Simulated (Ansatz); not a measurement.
Two shapes of singlet H₄O₂.

Shape 1:

```xyz
6

O    -0.0012    0.0007   -0.0007
H    -0.2417    0.9291   -0.0023
H     0.9665   -0.0005    0.0016
O     2.9347   -0.0023    0.0043
H     3.4757    0.1958    0.7604
H     3.4797    0.1991   -0.7656
```

Shape 2:

```xyz
6

O     0.0073   -0.0208    0.0005
H    -0.2087    0.9690    0.0185
H     1.0080   -0.0440    0.0483
O     2.9834    0.0306    0.0294
H     3.4663    0.2149    0.7252
H     3.4729    0.2514   -0.7335
```

Basis set: cc-pVDZ (spherical functions). Left uncorrelated: 2 orbitals. Charge 0, multiplicity 1.

Computed with Ansatz (development build ahead of 0.2.0); each method stands on the lowest determinant of its kind that the runs found.

(1) Which shape is lower in energy, and by how much in each method?

Results:

(1)

| method | E(2) − E(1) (eV) |
| --- | --- |
| RHF | 0.397 |
| RHF-MP2 | 0.426 |

Shape 1 is lower.
